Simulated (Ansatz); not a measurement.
A run of Ansatz (development build ahead of 0.2.0) on singlet CH₂O at this shape:

```xyz
4

C    -0.0017    0.0357   -0.6056
O     0.1217    0.0767    0.6675
H    -0.0439   -0.9993   -1.0744
H    -0.0418    0.8083   -1.1309
```

Its results:

```json
{
  "Converged": "yes",
  "Reference energy": "-113.78003 hartree",
  "Correlation energy": "-0.22390 hartree",
  "Total energy": "-114.00392 hartree",
  "Spin squared of the determinant": "0.000"
}
```

(1) Which input gives this output? Name the method, the orbitals and the basis set, and write the input.

Results:

(1) RHF-MP2 in 6-31G. An unrestricted run that stays on the closed shell gives the same numbers.

```yaml
crystal:
  periodic: [false, false, false]
  atoms:
    - { symbol: C, position_ang: [-0.00166, 0.03565, -0.60558] }
    - { symbol: O, position_ang: [0.12174, 0.07669, 0.66748] }
    - { symbol: H, position_ang: [-0.04386, -0.99931, -1.07443] }
    - { symbol: H, position_ang: [-0.04179, 0.80833, -1.13094] }
basis:
  gaussian: { orbitals: "6-31G" }
hamiltonian:
  xc: hf
correlation:
  method: mp2
  frozen_orbitals: { C: 1, H: 0, O: 1 }
```
